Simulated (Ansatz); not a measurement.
Ansatz (a quantum-chemistry and plane-wave program) input (CCSD(T)/aug-cc-pVDZ):

Ansatz 0.2 input:
```yaml
crystal:
  periodic: [false, false, false]
  atoms:
    - {symbol: C, position_ang: [1.28821393, 0.13704514, 0.01192045]}
    - {symbol: C, position_ang: [0.00466619, 0.47258385, 0.00111358]}
    - {symbol: H, position_ang: [1.60232982, -0.90099925, 0.01239769]}
    - {symbol: H, position_ang: [2.07098219, 0.88456380, 0.02066987]}
    - {symbol: H, position_ang: [-0.26121508, 1.52666987, 0.00110742]}
    - {symbol: C, position_ang: [-1.13838143, -0.49205935, -0.01137507]}
    - {symbol: H, position_ang: [-0.78875001, -1.52536103, -0.01056700]}
    - {symbol: H, position_ang: [-1.78307485, -0.34713453, 0.86039285]}
    - {symbol: H, position_ang: [-1.76726422, -0.34315674, -0.89395457]}
basis:
  gaussian:
    orbitals: aug-cc-pVDZ
magnetization: {spin_polarized: false}
correlation: {method: ccsd_t, electrons: outside_noble_gas}
output: {forces: true}
```

End of the output:

```
cycle   8  -12.88686921 eV  change   -1.4e-5 eV  update   2.6e-5
cycle   9  -12.88686320 eV  change    6.0e-6 eV  update   8.7e-6
perturbative correction -0.45356659 eV, -0.0166682647 hartree
the calculation of the forces begins
Total energy: -3199.43133481 eV, -117.5769329018 hartree
Atom 0 at     1.288214     0.137045     0.011920 Å, force     1.193349    -0.341495     0.009980 eV/Å
Atom 1 at     0.004666     0.472584     0.001114 Å, force    -1.139698     0.388696    -0.009390 eV/Å
Atom 2 at     1.602330    -0.900999     0.012398 Å, force     0.144955    -0.490064     0.000195 eV/Å
Atom 3 at     2.070982     0.884564     0.020670 Å, force     0.365481     0.358751     0.004107 eV/Å
Atom 4 at    -0.261215     1.526670     0.001107 Å, force    -0.114103     0.491131     0.000085 eV/Å
Atom 5 at    -1.138381    -0.492059    -0.011375 Å, force    -0.132685    -0.060820    -0.001334 eV/Å
Atom 6 at    -0.788750    -1.525361    -0.010567 Å, force     0.169280    -0.462966     0.000476 eV/Å
Atom 7 at    -1.783075    -0.347135     0.860393 Å, force    -0.246653     0.057537     0.371073 eV/Å
Atom 8 at    -1.767264    -0.343157    -0.893955 Å, force    -0.239927     0.059229    -0.375194 eV/Å
Dipole moment:    -0.073063    -0.008022    -0.000677 e Å
```
